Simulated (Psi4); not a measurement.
# C2H6Si (SMILES CC[SiH]) at B3LYP/cc-pVDZ

What is the energy change on altering one bond length of C2H6Si at B3LYP/cc-pVDZ? 

The calculation is run with Psi4 1.11.

**1. The molecule**

C2H6Si has 9 atoms, charge 0, and is taken as a singlet. SMILES: `CC[SiH]`. The shape is that of a PBE0-D4/def2-TZVP optimisation. This is one conformer, not always the lowest.

Bond lengths: C1–C2 1.523 Å, C2–Si3 1.891 Å, C1–H4 1.094 Å, C1–H5 1.093 Å, C1–H6 1.092 Å, C2–H7 1.095 Å, C2–H8 1.111 Å, Si3–H9 1.532 Å. Some angles: C1–C2–Si3 121.0°, C1–C2–H7 111.7°, C1–C2–H8 109.8°, Si3–C2–H7 110.3°, Si3–C2–H8 97.9°, C2–C1–H4 112.0°, C2–C1–H5 111.1°, C2–C1–H6 111.0°, C2–Si3–H9 94.7°, H7–C2–H8 104.1°.

**2. Energy and forces at B3LYP/cc-pVDZ**

c2h6si.json reads:

```json
{
  "schema_name": "qcschema_input",
  "schema_version": 1,
  "molecule": {
    "schema_name": "qcschema_molecule",
    "schema_version": 2,
    "symbols": ["C", "C", "Si", "H", "H", "H", "H", "H", "H"],
    "geometry": [-1.12174143, 0.93654827, -1.06334889, 0.80011004, -1.06542759, -0.30027748, 2.78753501, -0.67784476, 2.64315993, -2.28448991, 0.32711159, -2.66016747, -0.18519316, 2.68908028, -1.62610933, -2.37803136, 1.39140535, 0.50928119, 1.98610216, -1.63423515, -1.89785195, -0.19464179, -2.83024282, 0.25208947, 0.75796915, 0.77592155, 4.11072124],
    "molecular_charge": 0,
    "molecular_multiplicity": 1,
    "fix_symmetry": "c1",
    "fix_com": true,
    "fix_orientation": true
  },
  "driver": "gradient",
  "model": {
    "method": "b3lyp",
    "basis": "cc-pVDZ"
  },
  "keywords": {
    "puream": true,
    "e_convergence": 1e-09,
    "d_convergence": 1e-08,
    "scf_type": "pk",
    "dft_radial_points": 99,
    "dft_spherical_points": 590,
    "scf_properties": ["QUADRUPOLE", "MAYER_INDICES", "MULLIKEN_CHARGES"]
  }
}
```

Launch:

```console
$ psi4 --qcschema c2h6si.json -n 1 --memory 2200MB
```

stdout, cut to the lines that bear on the results:

```text
[...]
  Running in c1 symmetry.
[...]
  Nuclear repulsion =   95.800476543848518
[...]
  Multiplicity = 1
[...]
  Nalpha       = 16
  Nbeta        = 16
[...]
    Number of basis functions: 76
[...]
   @RKS iter   1:  -368.92656744531763   -2.28773e-01   1.02526e-02 DIIS/ADIIS
[...]
   @RKS iter  12:  -369.26787428842590   -1.81899e-12   4.43549e-09 DIIS
[...]
    Orbital Energies [Eh]
    ---------------------
    Doubly Occupied:
       1A    -66.140911     2A    -10.183186     3A    -10.178264
       4A     -5.284424     5A     -3.648505     6A     -3.640506
       7A     -3.637265     8A     -0.760986     9A     -0.627170
      10A     -0.481910    11A     -0.443273    12A     -0.404919
      13A     -0.378266    14A     -0.353145    15A     -0.295881
      16A     -0.219377
[...]
  @RKS Final Energy:  -369.26787428842590
   => Energetics <=
    Nuclear Repulsion Energy =             95.8004765438485180
    One-Electron Energy =                -697.1683696668566199
    Two-Electron Energy =                 259.5282810928273989
    DFT Exchange-Correlation Energy =     -27.4282622582451658
    Empirical Dispersion Energy =           0.0000000000000000
    VV10 Nonlocal Energy =                  0.0000000000000000
    Total Energy =                       -369.2678742884259009
[...]
 Multipole Moments:
 ------------------------------------------------------------------------------------
     Multipole            Electronic (a.u.)      Nuclear  (a.u.)        Total (a.u.)
 ------------------------------------------------------------------------------------
 L = 1.  Multiply by 2.5417464519 to convert [e a0] to [Debye]
 Dipole X            :        -35.1021113           34.7974169           -0.3046944
 Dipole Y            :          9.5344757           -9.5440618           -0.0095860
 Dipole Z            :        -27.8686516           27.5104440           -0.3582076
 Magnitude           :                                                    0.4703651
 L = 2.  Multiply by 1.3450342976 to convert [e a0^2] to [Debye ang]
 Quadrupole XX       :       -159.2581526          135.6410278          -23.6171248
 Quadrupole XY       :         46.2696598          -44.5322076            1.7374521
[...]
  Mulliken Charges: (a.u.)
   Center  Symbol    Alpha    Beta     Spin     Total
       1     C     3.00137  3.00137  0.00000 -0.00274
       2     C     3.09060  3.09060  0.00000 -0.18119
       3    SI     6.91414  6.91414  0.00000  0.17172
       4     H     0.49263  0.49263  0.00000  0.01474
       5     H     0.48935  0.48935  0.00000  0.02130
       6     H     0.48678  0.48678  0.00000  0.02645
       7     H     0.48667  0.48667  0.00000  0.02666
       8     H     0.48292  0.48292  0.00000  0.03416
       9     H     0.55555  0.55555  0.00000 -0.11110
   Total alpha = 16.00000, Total beta = 16.00000, Total charge = -0.00000
[...]
  -Total Gradient:
     Atom            X                  Y                   Z
    ------   -----------------  -----------------  -----------------
       1        0.000013475215     0.001014725367     0.000266515691
       2        0.001160291796    -0.001188550956     0.001767215850
       3       -0.008229032494     0.001391115005    -0.005802544784
       4        0.003869154433     0.001583167282     0.005152832729
       5       -0.002790833539    -0.005848252111     0.001974057621
       6        0.004356247679    -0.001700887819    -0.004583237286
       7       -0.003507318533     0.001925881671     0.005086168585
       8        0.002575938320     0.004898034897    -0.001337120405
       9        0.002551864484    -0.002076753187    -0.002523362223
[...]
```

Wall time 26 s (1 thread of Intel Xeon Platinum 8488C (Sapphire Rapids), shared host); peak memory 1.5 GiB.

**3. The distorted shape**

calc.dat reads:

```
memory 2.2 GB

molecule mol {
  0 1
  C
  C 1 R2
  Si 2 R3 1 A3
  H 1 R4 2 A4 3 D4
  H 1 R5 4 A5 2 D5
  H 1 R6 5 A6 4 D6
  H 2 R7 1 A7 6 D7
  H 2 R8 7 A8 1 D8
  H 3 R9 2 A9 7 D9

  R2 = 1.523047
  R3 = 2.4577
  A3 = 120.95916
  R4 = 1.093904
  A4 = 112.04433
  D4 = -172.59995
  R5 = 1.092875
  A5 = 107.14328
  D5 = 122.07413
  R6 = 1.091995
  A6 = 107.25916
  D6 = -115.90627
  R7 = 1.095073
  A7 = 111.66655
  D7 = 176.02015
  R8 = 1.111173
  A8 = 104.09712
  D8 = 118.34492
  R9 = 1.532451
  A9 = 94.70986
  D9 = 164.89205
  symmetry c1
  no_reorient
  no_com
}

set globals {
  basis cc-pVDZ
  reference rks
  puream true
  e_convergence 1e-09
  d_convergence 1e-08
  scf_type pk
  dft_radial_points 99
  dft_spherical_points 590
}

gradient("b3lyp")
print_variables()
```

Launch:

```console
$ psi4 -i calc.dat -o calc.out -n 1
```

calc.out, cut to the lines that bear on the results:

```text
[...]
  Running in c1 symmetry.
[...]
  Nuclear repulsion =   85.783080337855580
[...]
  Multiplicity = 1
[...]
  Nalpha       = 16
  Nbeta        = 16
[...]
    Number of basis functions: 76
[...]
   @RKS iter   1:  -368.83357855143299   -4.41531e-01   1.06859e-02 DIIS/ADIIS
[...]
   @RKS iter  13:  -369.23107466420043   -1.30740e-12   2.87821e-09 DIIS
[...]
  @RKS Final Energy:  -369.23107466420043
   => Energetics <=
    Nuclear Repulsion Energy =             85.7830803378555800
    One-Electron Energy =                -677.0978072332198963
    Two-Electron Energy =                 249.4245641994070866
    DFT Exchange-Correlation Energy =     -27.3409119682432511
    Empirical Dispersion Energy =           0.0000000000000000
    VV10 Nonlocal Energy =                  0.0000000000000000
    Total Energy =                       -369.2310746642004347
[...]
 Multipole Moments:
 ------------------------------------------------------------------------------------
     Multipole            Electronic (a.u.)      Nuclear  (a.u.)        Total (a.u.)
 ------------------------------------------------------------------------------------
 L = 1.  Multiply by 2.5417464519 to convert [e a0] to [Debye]
 Dipole X            :         -0.7907318            0.8462946            0.0555628
 Dipole Y            :         -4.2293442            4.1741784           -0.0551658
 Dipole Z            :          5.6047700           -5.6362959           -0.0315259
 Magnitude           :                                                    0.0844060
[...]
  -Total Gradient:
     Atom            X                  Y                   Z
    ------   -----------------  -----------------  -----------------
       1        0.002904494686     0.011628319618    -0.008593116074
       2       -0.013532060132     0.026230667160    -0.020046020414
       3        0.005000786912    -0.042478258427     0.021081829518
       4       -0.001478905992    -0.007694129030     0.001335854810
       5        0.005844287072     0.002052237428     0.003888906992
       6       -0.005103061613     0.003030004796     0.004010946017
       7        0.008427443634     0.004017536199    -0.005131665583
       8       -0.000299582002     0.003944837393    -0.000825348682
       9       -0.001763919897    -0.000730277758     0.004278097338
[...]
```

It took 28 s on 1 thread of Intel Xeon Platinum 8488C (Sapphire Rapids), shared host; peak memory 1.4 GiB.

**4. Outcome**

At B3LYP/cc-pVDZ:

```
                                                          quantity          value
                                         first shape: total energy  -369.26787 Eh
                                        first shape: dipole moment         1.20 D
                                          first shape: HOMO energy       -5.97 eV
                                          first shape: LUMO energy       -2.58 eV
                                        first shape: HOMO–LUMO gap        3.39 eV
                             first shape: largest force on an atom     0.523 eV/Å
                                     distorted shape: total energy  -369.23107 Eh
                                    distorted shape: dipole moment         0.21 D
                                      distorted shape: HOMO energy       -5.95 eV
                                      distorted shape: LUMO energy       -3.11 eV
                                    distorted shape: HOMO–LUMO gap        2.84 eV
                         distorted shape: largest force on an atom     2.452 eV/Å
energy change with the C2–Si3 bond stretched from 1.891 to 2.458 Å       1.001 eV
```

What this shows: With the C2–Si3 bond stretched from 1.891 to 2.458 Å the energy rises by 1.00 eV (23 kcal/mol). The first shape isn't relaxed at this level, so the change isn't measured from a minimum. The largest force (first shape) is 0.52 eV/Å: the shape isn't a stationary point for this species at this level.
